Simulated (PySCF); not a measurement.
## How methods differ on the electron affinity of Li

Li⁻ [He] 2s2 (1S) → Li [He] 2s1 (2S), as a difference of total energies. Calculation: PySCF 2.14, in aug-cc-pCVDZ (5s4p2d, 27 functions); the non-relativistic Hamiltonian (point nucleus). Correlated levels: valence and next inner shell: nothing frozen. The calculations carry no spin-orbit coupling.

```csv
method,electron affinity (eV),error (eV)
UHF,-0.126,-0.744
MP2 (valence and next inner shell),0.316,-0.302
SCS-MP2 (valence and next inner shell),0.404,-0.214
CCSD (valence and next inner shell),0.604,-0.014
CCSD(T) (valence and next inner shell),0.608,-0.010
CCSDT (valence and next inner shell),0.609,-0.009
```

Reference: 0.618 eV (measured; photodetachment measurements, as compiled on the Wikipedia data page of electron affinities).

Errors of the correlated levels include the incompleteness of this basis.

A negative affinity means that the anion lies above the atom at that level of theory.

The coupled-cluster amplitudes are large for Li⁻ (T1 above 0.03 or a double amplitude above 0.15), so a single reference is strained.
